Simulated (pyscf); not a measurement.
Optimised with ωB97X-D3(BJ)/def2-SVP in PySCF.

Task: How much does it cost (ΔH, 298 K, ωB97M-D3(BJ)/def2-TZVP) to split H₂N–Mo(F)(F)(F)(F)–F at its Mo–N bond into NH₂• + [F–Mo(F)(F)(F)–F]•?

Result: Mo–N to NH₂• + [F–Mo(F)(F)(F)–F]•: 47.8 kcal/mol. The 7 functionals that were run give +47.8 (ωB97M-D3(BJ)) to +63.7 kcal/mol (PBE). The radicals are drawn with the spin at the cut bond; how far it spreads was not checked. Open-shell species with a d-block atom are single-reference here; other states, and whether the spin sits on metal or ligand, were not checked. Elements past Kr carry the def2 core potentials, without spin-orbit coupling.
